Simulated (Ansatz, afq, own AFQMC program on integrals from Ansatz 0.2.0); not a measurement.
Two steps: Ansatz 0.2.0 writes the Fock matrix and Cholesky factors of the valence space, and afq projects on them the lowest state that overlaps trial and start.

```yaml
crystal:
  periodic: [false, false, false]
  atoms:
    - {symbol: Si, position_ang: [0.000000, 0.000000, 1.658754]}
    - {symbol: B, position_ang: [0.000000, 0.000000, -0.236394]}
    - {symbol: H, position_ang: [0.000000, 0.000000, -1.422360]}
basis:
  gaussian: {orbitals: 6-31G}
magnetization: {spin_polarized: false}
correlation: {method: ccsd_t, electrons: outside_noble_gas, hamiltonian_folder: ham}
```

```sh
$ ansatz run in.yaml --threads 1 --pin off --events-out ev --progress --plain --max-ram 1843MiB
```

afq runs on the folder ham with

```
--method free --trial cisd --walkers 200 --time-step 0.03 --max-blocks 80 --target-error 0.00034 --factor-cut 1e-05 --seed 7684 --times 0,0.3,0.6,1.2,1.8,2.4,3.6,4.8,6 --taylor-order 8
```

Times are imaginary, in 1/Eh. The walk had a cap of 311 s.

```
orbitals 18  electrons 4 4  factors 106 of 298
reference energy -313.99678287 Eh
CCSD correlation -0.11345098 Eh in 15 cycles, weight of the determinant in the CISD state 0.8746
repeat  energy at the last time / Eh  error
    10  -314.114410  0.000800
    20  -314.114640  0.000503
    30  -314.114601  0.000352
    40  -314.114779  0.000290
time / (1/Eh)  energy / Eh  error  mean overlap
  0.00  -314.110051  0.000110  1.1435
  0.30  -314.111870  0.000136  1.1381
  0.60  -314.113045  0.000132  1.1396
  1.20  -314.113808  0.000120  1.1464
  1.80  -314.114149  0.000148  1.1539
  2.40  -314.114443  0.000141  1.1540
  3.60  -314.114571  0.000171  1.1718
  4.80  -314.114723  0.000275  1.1847
  6.00  -314.114825  0.000289  1.2003
energy -314.114825 +/- 0.000289 Eh
```

Question: Estimate how long the walk took on 1 thread of Intel(R) Xeon(R) 6975P-C (Granite Rapids), on a shared host.

Answer: 26 s of wall time.

The run passed its tests (error under three times the target), which doesn't prove that it has relaxed.

Against this walk (error 7.9 meV) on the same determinant: CCSD(T) 33.8 meV higher, CCSDT(Q) 60.7 meV lower, CCSDTQ 71.7 meV lower, full CI 74.0 meV lower. The error is statistical, and a free projection of finite length keeps a remainder of its start. Full CI is exact here, so the walk's 74 meV above it is the walk's own error: what remains of the start. The determinant is a poor start (see the cautions), so the low cluster orders aren't to be relied on, and full CI is the sure value.

Cautions: remainder of the start not in the error; higher spins were not checked; restricted determinant unstable towards unrestricted (UHF 732 meV lower, ⟨S²⟩ 1.00); the CCSDT(Q) amplitudes may be one of several solutions (largest double 0.61); the CCSDTQ amplitudes may be one of several solutions (largest double 0.95); the determinant fills πx and πy unequally, so it mixes two states of the linear molecule, and each level undoes that mixture to a different degree, while full CI gives the lower state, and by Hund's rule a triplet of that filling probably lies lower still; CCSDTQ on the UHF determinant differs (634 meV lower), perhaps since the unrestricted series falls towards higher spin.

CCSDT and higher add their correlation energy to the determinant of the CCSD(T) run, since their own runs factorise the integrals more tightly (a shift of under 2 meV).
